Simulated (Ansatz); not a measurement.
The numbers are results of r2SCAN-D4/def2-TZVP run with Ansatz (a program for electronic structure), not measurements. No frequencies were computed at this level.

Ansatz 0.2 input:
```yaml
crystal:
  periodic: [false, false, false]
  atoms:
    - { symbol: F, position_ang: [1.186544, -0.532066, 0.000652] }
    - { symbol: B, position_ang: [-0.000004, -0.000002, -0.000028] }
    - { symbol: F, position_ang: [-1.054073, -0.761545, -0.000535] }
    - { symbol: F, position_ang: [-0.132467, 1.293613, -0.000089] }
basis:
  gaussian: { orbitals: def2-tzvp }
hamiltonian:
  xc: r2scan
  dispersion: d4
relax:
  max_steps: 150
```

Output:

```
Functional definition: r2SCAN
637 factors; their error is unknown
mean field evaluation 1: about -8829.2237 eV, gradient 4.8e1 eV
mean field evaluation 2: about -8825.7585 eV, gradient 7.1e1 eV
mean field evaluation 4: about -8832.0573 eV, gradient 3.7e-1 eV
mean field evaluation 8: about -8832.0564 eV, gradient 2.9e-3 eV
mean field -8832.05641799 eV, -324.5720867782 hartree, gradient 2.8e-5 eV, S^2 0.000000; 0 other end points of the search recorded, 0 dependent functions left out
reference -8832.05642774 eV, -324.5720871367 hartree; 16, 16 occupied and 108, 108 virtual orbitals, 637 factors
relax step   1: F+E_penalty+E_count = -8832.06568790 eV  Δ(F+E_penalty+E_count) = +0.000e0 eV  max|allowed force component| = 8.008e-1 eV/Å  Δτ_max = 0.0000 Å  (25 SCF iters, accepted)
these checks for a lower state are left out or cut short: starts, cluster_reference, orbital_swaps, neighbouring_geometries, increment
637 factors; their error is unknown
mean field evaluation 16: about -8832.0721 eV, gradient 2.3e-3 eV
mean field -8832.07100264 eV, -324.5726227543 hartree, gradient 5.0e-6 eV, S^2 0.000000; 0 other end points of the search recorded, 0 dependent functions left out
reference -8832.07101237 eV, -324.5726231118 hartree; 16, 16 occupied and 108, 108 virtual orbitals, 637 factors
relax step   2: F+E_penalty+E_count = -8832.08026916 eV  Δ(F+E_penalty+E_count) = -1.458e-2 eV  max|allowed force component| = 2.768e-1 eV/Å  Δτ_max = 0.0090 Å  (28 SCF iters, accepted)
these checks for a lower state are left out or cut short: starts, cluster_reference, orbital_swaps, neighbouring_geometries, increment
637 factors; their error is unknown
mean field -8832.07250242 eV, -324.5726778703 hartree, gradient 5.0e-6 eV, S^2 0.000000; 0 other end points of the search recorded, 0 dependent functions left out
reference -8832.07251214 eV, -324.5726782274 hartree; 16, 16 occupied and 108, 108 virtual orbitals, 637 factors
relax step   3: F+E_penalty+E_count = -8832.08176708 eV  Δ(F+E_penalty+E_count) = -1.498e-3 eV  max|allowed force component| = 1.332e-1 eV/Å  Δτ_max = 0.0067 Å  (30 SCF iters, accepted)
these checks for a lower state are left out or cut short: starts, cluster_reference, orbital_swaps, neighbouring_geometries, increment
637 factors; their error is unknown
mean field evaluation 32: about -8832.0742 eV, gradient 1.1e-3 eV
mean field -8832.07307012 eV, -324.5726987326 hartree, gradient 5.0e-6 eV, S^2 0.000000; 0 other end points of the search recorded, 0 dependent functions left out
reference -8832.07307983 eV, -324.5726990897 hartree; 16, 16 occupied and 108, 108 virtual orbitals, 637 factors
relax step   4: F+E_penalty+E_count = -8832.08233474 eV  Δ(F+E_penalty+E_count) = -5.677e-4 eV  max|allowed force component| = 1.503e-3 eV/Å  Δτ_max = 0.0063 Å  (29 SCF iters, accepted)
637 factors; their error is unknown
mean field -8832.07307012 eV, -324.5726987326 hartree, gradient 2.8e-5 eV, S^2 0.000000; 1 other end points of the search recorded, 0 dependent functions left out
reference -8832.07307983 eV, -324.5726990897 hartree; 16, 16 occupied and 108, 108 virtual orbitals, 637 factors
Total energy: -8832.08234446 eV, -324.5730395584 hartree
Atom 0 at     1.199282    -0.537784     0.000663 Å, force     0.001364    -0.000663    -0.000273 eV/Å
Atom 1 at    -0.000003    -0.000001    -0.000039 Å, force     0.000191     0.000139     0.000821 eV/Å
Atom 2 at    -1.065385    -0.769717    -0.000537 Å, force    -0.001353    -0.000978    -0.000274 eV/Å
Atom 3 at    -0.133894     1.307502    -0.000086 Å, force    -0.000201     0.001503    -0.000274 eV/Å
Dipole moment:    -0.000002    -0.000001    -0.000048 e Å
```

Cost: roughly 8 core-seconds.
